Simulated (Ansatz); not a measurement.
A made-up structure of CH$_{2}$BLi, closed shell:

```
atom    x (Å)    y (Å)    z (Å)
 Li1  -2.1466   0.5590   0.3142
  B2  -0.5073   0.1312   0.0740
  C3   0.5789  -0.1510  -0.0848
  H4   0.7566  -1.1339  -0.5391
  H5   1.3184   0.5947   0.2357
```

It is relaxed with PBE-D4/def2-SVP and then PBE0-D4/def2-TZVP (Ansatz 0.2.0). Atoms count as bonded within 1.22 times the sum of their covalent radii (H–H: 0.88 Å). The end point is not checked to be a true minimum.

(1) Does its bonding change? (Judge from chemistry; the calculation decides.)

Answers

(1) Computed: No: no bond forms or breaks.

Where it ends: The first stage lowers the energy by 3.96 eV in 7 steps. It ends as CH₂BLi ([Li][B][CH2]):
| atom | x (Å) | y (Å) | z (Å) |
| --- | --- | --- | --- |
| Li1 | -2.6503 | 0.6895 | 0.3876 |
| B2 | -0.6261 | 0.1628 | 0.0916 |
| C3 | 0.7148 | -0.1860 | -0.1046 |
| H4 | 1.0202 | -1.1334 | -0.5460 |
| H5 | 1.5413 | 0.4670 | 0.1714 |

Labels in which every atom is bracketed show which atoms are joined, not bond orders.

For scale, one of the runs: PBE0-D4/def2-TZVP relaxation, 88 basis functions, launched by `ansatz run in.yaml --threads 2 --pin off --events-out ev --progress --plain --max-ram 4352MiB`. Hardware: 2 CPU threads of an Arm Neoverse V2, shared host. Wall time about 4.9 s.
